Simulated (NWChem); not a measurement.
Molecule: formaldehyde (CH2O); SMILES C=O

Results from NWChem. Pople sets run with spherical d functions. B3LYP is NWChem's, with the RPA form of VWN correlation. Each level has its own optimisation; frequencies are unscaled.

```tsv
level	r C–O (Å)	r C–H (Å)	highest harmonic frequency (cm⁻¹)	lowest (cm⁻¹)	zero-point energy (kcal/mol)
B3LYP/3-21G	1.227	1.105	2956	1219	16.7
Hartree-Fock/STO-3G	1.217	1.101	3646	1279	19.6
CAM-B3LYP/def2-SVP	1.196	1.119	2978	1211	16.9
B3LYP/6-31G*	1.206	1.111	2968	1198	16.8
PBE-D3(BJ)/def2-SVP	1.208	(withheld)	(withheld)	(withheld)	(withheld)
```

Problem. Fill in the missing entries.

Solution. 
- PBE-D3(BJ)/def2-SVP, r C–H (Å): 1.132
- PBE-D3(BJ)/def2-SVP, highest harmonic frequency (cm⁻¹): 2821
- PBE-D3(BJ)/def2-SVP, lowest (cm⁻¹): 1147
- PBE-D3(BJ)/def2-SVP, zero-point energy (kcal/mol): 16.1
